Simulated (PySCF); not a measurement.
**Gas-phase thermal properties of CH2CHF**

Method: PySCF energies (xtb for GFN2) plus ideal-gas RRHO corrections (1 bar). 6-31G* has spherical d functions here. All species are closed-shell singlets. B3LYP is the form with VWN-RPA correlation. The harmonic model lacks anharmonicity and excited electronic states, which grow with temperature; levels with a mode under 35 cm⁻¹ are left out.

```
level           point group  σ  ZPE (kJ/mol)  S°298 (J/mol/K)  Cp298 (J/mol/K)  S°1000 (J/mol/K)  H1000 − H298 (kJ/mol)
--------------  -----------  -  ------------  ---------------  ---------------  ----------------  ---------------------
B3LYP/6-31G*             Cs  1         116.3            252.4             49.5             342.1                   55.6
GFN2-xTB                 Cs  1         112.0            253.2             51.1             344.9                   56.7
HF/6-31G*                Cs  1         125.1            250.7             46.4             335.9                   53.0
PBE/def2-SVP             Cs  1         112.1            253.2             51.0             345.0                   56.8
PBE0/def2-TZVP           Cs  1         116.0            252.2             49.5             342.0                   55.6
```
σ: rotational symmetry number. Electronic degeneracy used: 1. Frequencies are unscaled.
